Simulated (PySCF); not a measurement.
Choosing a molecule for a target property.

All species are isolated and taken at one optimised geometry, non-relativistic unless stated; the electronic structure was computed with PySCF and density fitting.

Dipoles, sizes and rotational constants follow the conformer. The torsions of the flexible species, by atom-mapped SMILES:
- `[CH2:1]=[CH:2]/[CH:3]=[P:4]/[CH:5]1[CH2:6][CH2:7][CH2:8]1`: C1–C2–C3–P4 179°, C3–P4–C5–C6 53°
- `[CH3:1][O:2][SiH:3]([OH:4])[OH:5]`: C1–O2–Si3–O4 53°, H–O4–Si3–O2 155°, H–O5–Si3–O2 38°
- `[CH2:1]=[CH:2][CH2:3][P@:4](=[O:5])([CH:6]=[CH2:7])[C:8]([F:9])([F:10])[F:11]`: C1–C2–C3–P4 104°, C2–C3–P4–O5 -177°, C3–P4–C6–C7 129°, C3–P4–C8–F9 -169°
- `[O:1]=[S:2](=[O:3])([OH:4])[c:5]1[cH:6][cH:7][cH:8][cH:9][s+:10]1`: O1–S2–C5–C6 28°, H–O4–S2–O1 26°
- `[CH3:1][CH:2]([CH3:3])[C@@:4]([CH3:5])([F:6])[C:7](=[O:8])[Cl:9]`: C1–C2–C4–C5 177°, C2–C4–C7–O8 72°
- `[CH:1]#[C:2][P:3]([CH:4]=[CH2:5])[CH:6]([CH3:7])[CH3:8]`: C2–P3–C4–C5 155°, C2–P3–C6–C7 -48°

(1) Wanted: HOMO–LUMO gap below 6.3 eV (PBE0/pcSseg-1) and smallest rotational constant below 0.8 GHz (GFN2-xTB), at GFN2-xTB geometries. Which candidate meets both?
A. `CC(C)[C@@](C)(F)C(=O)Cl` (C6H10ClFO)
B. `C=CC[P@](=O)(C=C)C(F)(F)F` (C6H8F3OP)
C. `CO[SiH](O)O` (CH6O3Si)
D. `C#CP(C=C)C(C)C` (C7H11P)
E. `CN` (CH5N)
F. `C=C/C=P/C1CCC1` (C7H11P)
G. `c1c[s+]c(S(=O)(O)=O)cc1` ([C5H5O3S2]+)

Answers

(1) G. Computed values:
| species | HOMO–LUMO gap | smallest rotational constant |
| --- | --- | --- |
| C=C/C=P/C1CCC1 (C7H11P) | 4.45 eV | 0.823 GHz |
| c1c[s+]c(S(=O)(O)=O)cc1 ([C5H5O3S2]+) | 5.05 eV | 0.653 GHz |
| C#CP(C=C)C(C)C (C7H11P) | 6.16 eV | 1.124 GHz |
| C=CC[P@](=O)(C=C)C(F)(F)F (C6H8F3OP) | 6.50 eV | 0.716 GHz |
| CC(C)[C@@](C)(F)C(=O)Cl (C6H10ClFO) | 7.13 eV | 1.074 GHz |
| CN (CH5N) | 8.21 eV | 22.194 GHz |
| CO[SiH](O)O (CH6O3Si) | 9.60 eV | 2.318 GHz |
